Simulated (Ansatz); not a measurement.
**C2H2N: structure from calculated spectroscopic constants**

These gas-phase data were calculated for one isomer of C2H2N at PBE-D3(BJ)/def2-SVP (harmonic, unscaled wavenumbers; equilibrium rotational constants with average atomic masses):

| Item | Value |
| --- | --- |
| rotational constants | 632, 10.06, 9.906 GHz |
| all wavenumbers above 1500 cm⁻¹ | 3408, 3375, 1958 |

Candidates:

(1) `[CH]=C=N`, a doublet
(2) `[CH2]C#N`, a doublet
(3) `[C]#[N+][CH2-]`, a doublet

Question: Assign the data to one candidate and say why.

Answer: Candidate (1). The band at 3408 cm⁻¹ lies where the N–H stretch is expected; (2), (3) have no mode between 3250 and 3800 cm⁻¹.

The same quantities for all candidates:

|  | rotational constants (GHz) | wavenumbers above 1500 cm⁻¹ | E above the lowest, PBE-D3(BJ)/def2-SVP (kcal/mol) |
| --- | --- | --- | --- |
| (1) | 632, 10.06, 9.906 | 3408, 3375, 1958 | 28.2 |
| (2) | 277.7, 10.1, 9.746 | 3207, 3094, 2104 | 0.0 |
| (3) | 271.9, 11.2, 10.76 | 3207, 3079, 1990 | 22.2 |

Each candidate is one conformer. Open shells are spin-unrestricted. Programs: Ansatz 0.2.0.
